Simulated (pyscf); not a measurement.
PySCF, gas phase, ωB97X-D3(BJ)/def2-SVP geometries. Correlated levels are frozen-core, on RHF or UHF. ΔMP2 is the change of the MP2 total energy from the triple- to the quadruple-zeta basis.

SMILES: CC=CCl
```xyz
9

C      0.3841     0.4202     0.1446
C     -1.0746     0.4398    -0.2108
C     -1.6705    -0.5050    -0.9359
Cl    -3.3563    -0.4660    -1.3362
H      0.5204     0.4171     1.2387
H      0.8932     1.3188    -0.2414
H      0.8904    -0.4657    -0.2676
H     -1.6789     1.2808     0.1490
H     -1.1467    -1.3783    -1.3356
```

Question: How much does it cost (ΔH, 298 K, CCSD(T)/def2-TZVPP + ΔMP2(QZVPP)) to split H₃C–CH=CH–Cl at its C–H bond into H₃C–C•=CH–Cl + H•?

Answer: C–H to H₃C–C•=CH–Cl + H•: 452.7 kJ/mol. The radicals are drawn with the spin at the cut bond; how far it spreads was not checked. H₃C–C•=CH–Cl lies 88.9 kJ/mol over its isomer •H₂C–CH=CH–Cl, and others may lie lower still (electronic energy, ωB97M-D3(BJ)). The CCSD(T) − MP2 part came from Ansatz, without density fitting, on the same reference. A UHF reference is spin-contaminated (<S²> up to 0.95), which harms MP2 most.
